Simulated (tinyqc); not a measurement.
Inside a calculation. Method: UHF in the sto-3g basis, for H2O, spin multiplicity 1. This run ends on a higher stationary point, not on the lowest solution. One step of it, computed by the program tinyqc.

Problem. Iteration 1: building the Fock matrix. J_ij = sum D_kl (ij|kl) with D = D(alpha) + D(beta), K_ij = sum D_kl (ik|jl) for each spin; F = H + J - K(s); E = tr D H + tr D J / 2 - 0.5 sum_s tr D(s) K(s) + E_nn.

D(alpha) at the start, order 1O 1s, 1O 2s, 1O 2px, 1O 2py, 1O 2pz, 2H 1s, 3H 1s:
```
[[1.043333, -0.184842, 0.005085, -0.005042, 0.034041, -0.046995, -0.059508],
 [-0.184842, 0.805134, -0.021943, 0.020164, -0.125881, 0.135155, 0.181059],
 [0.005085, -0.021943, 0.584984, -0.213771, -0.012745, 0.421472, -0.342729],
 [-0.005042, 0.020164, -0.213771, 0.969618, 0.010353, -0.041687, 0.010219],
 [0.034041, -0.125881, -0.012745, 0.010353, 0.939518, 0.050282, 0.073959],
 [-0.046995, 0.135155, 0.421472, -0.041687, 0.050282, 0.353215, -0.221171],
 [-0.059508, 0.181059, -0.342729, 0.010219, 0.073959, -0.221171, 0.261416]]
```

D(beta) at the start, order 1O 1s, 1O 2s, 1O 2px, 1O 2py, 1O 2pz, 2H 1s, 3H 1s:
```
[[1.043333, -0.184842, -0.005085, -0.005042, 0.034041, -0.046995, -0.059508],
 [-0.184842, 0.805134, 0.021943, 0.020164, -0.125881, 0.135155, 0.181059],
 [-0.005085, 0.021943, 0.584984, 0.213771, 0.012745, -0.421472, 0.342729],
 [-0.005042, 0.020164, 0.213771, 0.969618, 0.010353, -0.041687, 0.010219],
 [0.034041, -0.125881, 0.012745, 0.010353, 0.939518, 0.050282, 0.073959],
 [-0.046995, 0.135155, -0.421472, -0.041687, 0.050282, 0.353215, -0.221171],
 [-0.059508, 0.181059, 0.342729, 0.010219, 0.073959, -0.221171, 0.261416]]
```

core Hamiltonian H = T + V (hartree), order 1O 1s, 1O 2s, 1O 2px, 1O 2py, 1O 2pz, 2H 1s, 3H 1s:
```
[[-32.408441, -7.538841, 0.000000, 0.000417, -0.011011, -0.676457, -0.754411],
 [-7.538841, -9.036234, 0.000000, 0.005040, -0.137926, -1.797791, -1.965605],
 [0.000000, 0.000000, -7.206854, 0.000000, 0.000000, 0.000000, 0.000000],
 [0.000417, 0.005040, 0.000000, -7.263593, 0.002696, -1.028670, 1.112854],
 [-0.011011, -0.137926, 0.000000, 0.002696, -7.258103, -1.007265, -1.088464],
 [-0.676457, -1.797791, 0.000000, -1.028670, -1.007265, -3.832599, -0.674297],
 [-0.754411, -1.965605, 0.000000, 1.112854, -1.088464, -0.674297, -3.940949]]
```

Two-electron integrals (ij|kl) in chemists' order, unique and non-zero (hartree):
```
(11|11) 4.785065    (21|11) 0.741380    (21|21) 0.136873    (22|11) 1.118947
(22|21) 0.256633    (22|22) 0.817206    (31|31) 0.024477    (32|31) 0.037809
(32|32) 0.180518    (33|11) 1.115814    (33|21) 0.256684    (33|22) 0.817023
(33|33) 0.880159    (41|41) 0.024477    (42|41) 0.037809    (42|42) 0.180518
(43|43) 0.047444    (44|11) 1.115814    (44|21) 0.256684    (44|22) 0.817023
(44|33) 0.785270    (44|44) 0.880159    (51|51) 0.024477    (52|51) 0.037809
(52|52) 0.180518    (53|53) 0.047444    (54|54) 0.047444    (55|11) 1.115814
(55|21) 0.256684    (55|22) 0.817023    (55|33) 0.785270    (55|44) 0.785270
(55|55) 0.880159    (61|11) 0.066602    (61|21) 0.012207    (61|22) 0.022796
(61|33) 0.022756    (61|41) 0.000382    (61|42) 0.000726    (61|44) 0.022821
(61|51) 0.000363    (61|52) 0.000690    (61|54) 0.000062    (61|55) 0.022815
(61|61) 0.001101    (62|11) 0.192488    (62|21) 0.044837    (62|22) 0.162116
(62|33) 0.159212    (62|41) 0.002402    (62|42) 0.019887    (62|44) 0.163703
(62|51) 0.002282    (62|52) 0.018898    (62|54) 0.004267    (62|55) 0.163267
(62|61) 0.004082    (62|62) 0.042970    (63|31) 0.004300    (63|32) 0.026429
(63|43) 0.003928    (63|53) 0.003732    (63|63) 0.005584    (64|11) 0.110375
(64|21) 0.026010    (64|22) 0.100518    (64|33) 0.096212    (64|41) 0.005488
(64|42) 0.037760    (64|44) 0.106666    (64|51) 0.001129    (64|52) 0.010767
(64|54) 0.006201    (64|55) 0.098558    (64|61) 0.002450    (64|62) 0.032475
(64|64) 0.029882    (65|11) 0.104885    (65|21) 0.024716    (65|22) 0.095517
(65|33) 0.091426    (65|41) 0.001129    (65|42) 0.010767    (65|44) 0.093895
(65|51) 0.005373    (65|52) 0.036660    (65|54) 0.006274    (65|55) 0.101120
(65|61) 0.002328    (65|62) 0.030859    (65|64) 0.023089    (65|65) 0.027524
(66|11) 0.386480    (66|21) 0.091413    (66|22) 0.381104    (66|33) 0.368109
(66|41) 0.005283    (66|42) 0.062371    (66|44) 0.388402    (66|51) 0.005020
(66|52) 0.059269    (66|54) 0.019284    (66|55) 0.386433    (66|61) 0.008349
(66|62) 0.138607    (66|64) 0.120077    (66|65) 0.114103    (66|66) 0.774606
(71|11) 0.074277    (71|21) 0.013615    (71|22) 0.025424    (71|33) 0.025378
(71|41) -0.000431   (71|42) -0.000819   (71|44) 0.025453    (71|51) 0.000410
(71|52) 0.000779    (71|54) -0.000072   (71|55) 0.025446    (71|61) 0.001214
(71|62) 0.004437    (71|64) 0.002478    (71|65) 0.002535    (71|66) 0.009047
(71|71) 0.001370    (72|11) 0.211192    (72|21) 0.049180    (72|22) 0.177369
(72|33) 0.174187    (72|41) -0.002646   (72|42) -0.021714   (72|44) 0.179107
(72|51) 0.002515    (72|52) 0.020640    (72|54) -0.004677   (72|55) 0.178632
(72|61) 0.004364    (72|62) 0.037264    (72|64) 0.019731    (72|65) 0.025993
(72|66) 0.096054    (72|71) 0.004995    (72|72) 0.050982    (73|31) 0.004757
(73|32) 0.029081    (73|43) -0.004310   (73|53) 0.004097    (73|63) 0.004692
(73|73) 0.006683    (74|11) -0.119960   (74|21) -0.028263   (74|22) -0.108915
(74|33) -0.104206   (74|41) 0.006062    (74|42) 0.041403    (74|44) -0.115652
(74|51) -0.001241   (74|52) -0.011713   (74|54) 0.006783    (74|55) -0.106760
(74|61) -0.002413   (74|62) -0.019472   (74|64) -0.005959   (74|65) -0.013380
(74|66) -0.047430   (74|71) -0.002973   (74|72) -0.038136   (74|74) 0.034916
(75|11) 0.114026    (75|21) 0.026865    (75|22) 0.103527    (75|33) 0.099051
(75|41) -0.001241   (75|42) -0.011713   (75|44) 0.101737    (75|51) 0.005936
(75|52) 0.040214    (75|54) -0.006863   (75|55) 0.109671    (75|61) 0.002471
(75|62) 0.025811    (75|64) 0.013436    (75|65) 0.022437    (75|66) 0.072232
(75|71) 0.002826    (75|72) 0.036249    (75|74) -0.026836   (75|75) 0.032191
(76|11) 0.064492    (76|21) 0.015194    (76|22) 0.060840    (76|33) 0.059261
(76|41) 0.000007    (76|42) 0.000097    (76|44) 0.060178    (76|51) 0.001110
(76|52) 0.011519    (76|54) 0.000022    (76|55) 0.063016    (76|61) 0.001373
(76|62) 0.016990    (76|64) 0.011315    (76|65) 0.013764    (76|66) 0.063107
(76|71) 0.001532    (76|72) 0.018352    (76|74) -0.012007   (76|75) 0.014727
(76|76) 0.009144    (77|11) 0.399996    (77|21) 0.094595    (77|22) 0.393391
(77|33) 0.379530    (77|41) -0.005622   (77|42) -0.065679   (77|44) 0.401161
(77|51) 0.005344    (77|52) 0.062430    (77|54) -0.020561   (77|55) 0.399074
(77|61) 0.008394    (77|62) 0.090655    (77|64) 0.045140    (77|65) 0.068843
(77|66) 0.272264    (77|71) 0.009646    (77|72) 0.153657    (77|74) -0.131565
(77|75) 0.125056    (77|76) 0.063107    (77|77) 0.774606
```

nuclear repulsion = 6.61892147 hartree

Give: Coulomb J; exchange K(alpha); exchange K(beta); F(alpha); F(beta); total energy of this density.

Solution.

Coulomb J (hartree), order 1O 1s, 1O 2s, 1O 2px, 1O 2py, 1O 2pz, 2H 1s, 3H 1s:
```
[[17.4879, 3.3018, 0.0000, 0.0019, -0.0049, 0.2948, 0.3287],
 [3.3018, 8.1920, 0.0000, 0.0126, 0.0204, 1.6189, 1.7629],
 [0.0000, 0.0000, 8.1176, 0.0000, 0.0000, 0.0000, 0.0000],
 [0.0019, 0.0126, 0.0000, 8.2205, 0.0022, 1.0081, -1.0792],
 [-0.0049, 0.0204, 0.0000, 0.0022, 8.2148, 0.9635, 1.0365],
 [0.2948, 1.6189, 0.0000, 1.0081, 0.9635, 4.0360, 0.6162],
 [0.3287, 1.7629, 0.0000, -1.0792, 1.0365, 0.6162, 4.0691]]
```

exchange K(alpha) (hartree), order 1O 1s, 1O 2s, 1O 2px, 1O 2py, 1O 2pz, 2H 1s, 3H 1s:
```
[[4.8830, 0.8430, 0.0004, -0.0003, 0.0026, 0.0766, 0.0852],
 [0.8430, 1.2690, -0.0118, 0.0066, -0.0463, 0.3080, 0.3386],
 [0.0004, -0.0118, 0.7813, -0.0986, -0.0059, 0.1090, -0.0878],
 [-0.0003, 0.0066, -0.0986, 1.1193, 0.0023, 0.1712, -0.1850],
 [0.0026, -0.0463, -0.0059, 0.0023, 1.1148, 0.1644, 0.1781],
 [0.0766, 0.3080, 0.1090, 0.1712, 0.1644, 0.3810, 0.0642],
 [0.0852, 0.3386, -0.0878, -0.1850, 0.1781, 0.0642, 0.3531]]
```

exchange K(beta) (hartree), order 1O 1s, 1O 2s, 1O 2px, 1O 2py, 1O 2pz, 2H 1s, 3H 1s:
```
[[4.8830, 0.8430, -0.0004, -0.0003, 0.0026, 0.0766, 0.0852],
 [0.8430, 1.2690, 0.0118, 0.0066, -0.0463, 0.3080, 0.3386],
 [-0.0004, 0.0118, 0.7813, 0.0986, 0.0059, -0.1090, 0.0878],
 [-0.0003, 0.0066, 0.0986, 1.1193, 0.0023, 0.1712, -0.1850],
 [0.0026, -0.0463, 0.0059, 0.0023, 1.1148, 0.1644, 0.1781],
 [0.0766, 0.3080, -0.1090, 0.1712, 0.1644, 0.3810, 0.0642],
 [0.0852, 0.3386, 0.0878, -0.1850, 0.1781, 0.0642, 0.3531]]
```

F(alpha) (hartree), order 1O 1s, 1O 2s, 1O 2px, 1O 2py, 1O 2pz, 2H 1s, 3H 1s:
```
[[-19.8036, -5.0800, -0.0004, 0.0027, -0.0184, -0.4582, -0.5110],
 [-5.0800, -2.1132, 0.0118, 0.0111, -0.0713, -0.4869, -0.5413],
 [-0.0004, 0.0118, 0.1295, 0.0986, 0.0059, -0.1090, 0.0878],
 [0.0027, 0.0111, 0.0986, -0.1624, 0.0026, -0.1918, 0.2187],
 [-0.0184, -0.0713, 0.0059, 0.0026, -0.1581, -0.2082, -0.2300],
 [-0.4582, -0.4869, -0.1090, -0.1918, -0.2082, -0.1776, -0.1223],
 [-0.5110, -0.5413, 0.0878, 0.2187, -0.2300, -0.1223, -0.2249]]
```

F(beta) (hartree), order 1O 1s, 1O 2s, 1O 2px, 1O 2py, 1O 2pz, 2H 1s, 3H 1s:
```
[[-19.8036, -5.0800, 0.0004, 0.0027, -0.0184, -0.4582, -0.5110],
 [-5.0800, -2.1132, -0.0118, 0.0111, -0.0713, -0.4869, -0.5413],
 [0.0004, -0.0118, 0.1295, -0.0986, -0.0059, 0.1090, -0.0878],
 [0.0027, 0.0111, -0.0986, -0.1624, 0.0026, -0.1918, 0.2187],
 [-0.0184, -0.0713, -0.0059, 0.0026, -0.1581, -0.2082, -0.2300],
 [-0.4582, -0.4869, 0.1090, -0.1918, -0.2082, -0.1776, -0.1223],
 [-0.5110, -0.5413, -0.0878, 0.2187, -0.2300, -0.1223, -0.2249]]
```

total energy of this density = -74.228624 hartree
